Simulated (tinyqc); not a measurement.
RHF in the sto-3g basis, for H3O+, spin multiplicity 1, step by step (part 3 of 3). Computed by tinyqc, a small Python program that keeps every step (integrals from PySCF). Command: `OMP_NUM_THREADS=1 python tinyqc.py 29678 29679 out.jsonl` (the two numbers bound the seeds that draw the settings). One thread of a shared host (Intel(R) Xeon(R) Processor @ 2.60GHz), about 0.06 s of CPU time with the checks.

Geometry (angstrom):
```
atom          x          y         z
O      0.000000   0.000000  0.322000
H      0.930000   0.000000  0.000000
H     -0.465000   0.805000  0.000000
H     -0.465000  -0.805000  0.000000
```

## Populations, bond orders and dipole

D after iteration 11:
```
            1O 1s      1O 2s     1O 2px     1O 2py     1O 2pz      2H 1s      3H 1s      4H 1s
1O 1s    2.098360  -0.400622  -0.000007   0.000000  -0.068690  -0.043971  -0.043958  -0.043959
1O 2s   -0.400622   1.711406   0.000099   0.000002   0.384669   0.107515   0.107354   0.107357
1O 2px  -0.000007   0.000099   0.999994  -0.000001  -0.000098   0.569455  -0.284717  -0.284719
1O 2py   0.000000   0.000002  -0.000001   1.000037   0.000006  -0.000001   0.493208  -0.493209
1O 2pz  -0.068690   0.384669  -0.000098   0.000006   1.789077  -0.200909  -0.200922  -0.200911
2H 1s   -0.043971   0.107515   0.569455  -0.000001  -0.200909   0.360892  -0.125518  -0.125521
3H 1s   -0.043958   0.107354  -0.284717   0.493208  -0.200922  -0.125518   0.360932  -0.125560
4H 1s   -0.043959   0.107357  -0.284719  -0.493209  -0.200911  -0.125521  -0.125560   0.360931
```

overlap S:
```
           1O 1s     1O 2s     1O 2px     1O 2py     1O 2pz      2H 1s      3H 1s      4H 1s
1O 1s   1.000000  0.236704   0.000000   0.000000   0.000000   0.050626   0.050666   0.050666
1O 2s   0.236704  1.000000   0.000000   0.000000   0.000000   0.457278   0.457490   0.457490
1O 2px  0.000000  0.000000   1.000000   0.000000   0.000000   0.362794  -0.181514  -0.181514
1O 2py  0.000000  0.000000   0.000000   1.000000   0.000000   0.000000   0.314234  -0.314234
1O 2pz  0.000000  0.000000   0.000000   0.000000   1.000000  -0.125613  -0.125693  -0.125693
2H 1s   0.050626  0.457278   0.362794   0.000000  -0.125613   1.000000   0.218637   0.218637
3H 1s   0.050666  0.457490  -0.181514   0.314234  -0.125693   0.218637   1.000000   0.218832
4H 1s   0.050666  0.457490  -0.181514  -0.314234  -0.125693   0.218637   0.218832   1.000000
```

Mulliken: Z minus the diagonal of D S on the atom; Loewdin: the same with S^(1/2) D S^(1/2); Mayer order: 2 sum_s sum (D(s) S)_ij (D(s) S)_ji over the two atoms.

Charges (e):
```
atom   Mulliken   Loewdin
1O    -0.245594  0.024723
2H     0.415225  0.325166
3H     0.415184  0.325055
4H     0.415185  0.325056
```

Mayer bond orders:
```
pair     order
2-1   0.805436
3-1   0.805483
3-2   0.011076
4-1   0.805482
4-2   0.011076
4-3   0.011063
```

dipole moment about the origin, x y z (debye): 0.000267  -0.000006  -0.877007
